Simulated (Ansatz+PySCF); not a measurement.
The numbers below are computed, except where a source is named.
Input for PySCF 2.14.0:

```python
from pyscf import gto, scf, mp

mol = gto.M(atom="""
C 0.000000 -0.444770 0.611410
O 0.000000 0.187900 1.533980
""", basis='cc-pvtz', charge=1, spin=1)
mf = scf.UHF(mol)
mf.kernel()
pt = mp.MP2(mf, frozen=2).run()
print(mf.e_tot, pt.e_corr, pt.e_tot)
```

The script is written out from the run's settings.

Results

- Converged: yes
- Reference energy: -112.30170 hartree
- Correlation energy: -0.31063 hartree
- Total energy: -112.61233 hartree
- Spin squared of the determinant: 0.978

Caution: the unrestricted determinant is spin contaminated.
